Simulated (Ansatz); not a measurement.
HAlSi, triplet in 6-31G: errors against full CI

Geometry: displaced at random from a stationary point.

```xyz
3

Si    0.0844    0.0052    2.0836
Al   -0.0805    0.0136   -0.2383
H    -0.0039   -0.0188   -1.8453
```

Basis 6-31G; Ansatz 0.2.0. Correlated methods freeze the noble-gas cores, which leaves 8 electrons in 18 orbitals. Prefix R: restricted or restricted open-shell reference; prefix U: unrestricted. Active spaces: valence = (8e, 9o) chosen from the atoms' valence shells.

Full CI is exact within this basis and frozen core; it isn't the basis-set limit. The frozen core follows each run's orbitals, which can shift R against U totals by a few meV.

For open shells CISD is restricted-active-space CI with the open shells as a complete middle space.

```
UHF ⟨S²⟩                          : 2.008
T1 diagnostic (RCCSD)             : 0.0346
largest doubles amplitude (RCCSD) : 0.080
T1 diagnostic (UCCSD)             : 0.0328
```

```
   level  E − E(RHF) (eV)
     UHF          -0.0454
    RMP2          -1.7001
    UMP2          -1.7028
   RCCSD          -2.3028
   UCCSD          -2.3037
RCCSD(T)          -2.3770
UCCSD(T)          -2.3772
```

(1) Estimate how far full CI in 6-31G lies from RCCSD(T). The table doesn't fix it; the size of (T) and the diagnostics are the guide.

(1) Full CI in 6-31G lies 1.35 mEh below RCCSD(T), which is 50 % of the (T) step (-2.73 mEh). T1 is raised, and the rest is a large part of (T).

The other levels:

| level | E − E(full CI) (mEh) | share of correlation (%) | wall time |
| --- | --- | --- | --- |
| CISD | 7.93 | 91.06 | 0.48 s |
| BCCD(T) | 1.53 | 98.28 | 0.93 s |
| RCCSDT | 0.25 | 99.72 | – |
| UCCSDT | 0.25 | 99.72 | – |
| RCCSDT(Q) | 0.05 | 99.94 | 2.9 s |
| UCCSDT(Q) | 0.02 | 99.98 | 3.5 s |
| RCCSDTQ | 0.02 | 99.98 | 23 s |
| UCCSDTQ | 0.01 | 99.99 | 24 s |
| CASSCF (valence space) | 24.90 | 71.93 | – |
| NEVPT2 (valence space) | 7.70 | 91.32 | 2.5 s |
| MRCISD (valence space) | 0.72 | 99.19 | – |
| MRCISD+Q (valence space) | 0.14 | 99.84 | 3.7 s |

The correlation energy at full CI, counted from RHF, is -2.414 eV. That run took 29 s on 1 thread of Arm Neoverse V1, shared host over 4,681,152 determinants.

Times hold each run's SCF and search for its determinant on a shared host, so for small cases they say little of a method's own cost; they ran on 1 thread of Arm Neoverse V1. Some runs computed forces too.

The full-CI state has the irrep A'' of Cs, in the program's axes (one component, if the state is degenerate).

Natural occupations of full CI about the gap: 1.965 1.956 1.914 0.977 0.977 0.072 0.044 0.043 0.019 0.009; effectively unpaired electrons, Σ n²(2−n)², 2.07.
